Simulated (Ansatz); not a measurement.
Run this with the Ansatz DFT code, driven from Python and show what comes out.

The script reads `alh6nsi.yaml`:
```yaml
crystal:
  periodic: [false, false, false]
  atoms:
    - { symbol: "N", position_ang: [-1.211, 0.5917, -0.9563] }
    - { symbol: Si, position_ang: [0.3312, 0.6268, -0.158] }
    - { symbol: Al, position_ang: [0.4444, -1.2339, 1.2685] }
    - { symbol: H, position_ang: [-1.2251, -0.2111, -1.5652] }
    - { symbol: H, position_ang: [-1.2595, 1.4459, -1.637] }
    - { symbol: H, position_ang: [0.4913, 1.8802, 0.6246] }
    - { symbol: H, position_ang: [1.4268, 0.5532, -1.164] }
    - { symbol: H, position_ang: [1.6549, -2.3146, 1.0504] }
    - { symbol: H, position_ang: [-0.5646, -1.3845, 2.5199] }
basis:
  gaussian: { orbitals: cc-pVDZ }
hamiltonian:
  xc: pbe0
```

The script, `deck.py`:
```python
"""AlH6NSi through the session interface."""

import ansatz as az


def main() -> None:
    session = az.Session.from_deck("alh6nsi.yaml")
    r = session.plan(threads=1).execute().report

    print(f"E = {r['free_energy_ev']:.6f} eV = {r['free_energy_ev'] / 27.211386246:.7f} Ha")
    print("converged:", r["converged"], " doubts:", r["published_state_doubts"] or "none")
    symbols = ["N", "Si", "Al", "H", "H", "H", "H", "H", "H"]
    state = r["mean_field"]["state"]
    print(f"mean field: {state['energy']['hartree']:.7f} Ha, <S^2> = {abs(state['spin_squared']):.4f}, stability: {state.get('stability', {}).get('kind')}")


if __name__ == "__main__":
    main()
```

```console
$ python deck.py
E = -16053.320466 eV = -589.9486458 Ha
converged: True  doubts: none
mean field: -589.9486458 Ha, <S^2> = 0.0000, stability: minimum
```

Notes:
- Total energies depend on the basis set; only differences at equal settings carry meaning.
- The geometry is a force-field or estimated start, not a minimum of this method, and the basis set is short of its limit.
- Timing: 3.1 s on 1 thread of Arm Neoverse V1, with other jobs on the host, peak memory 0.17 GiB.
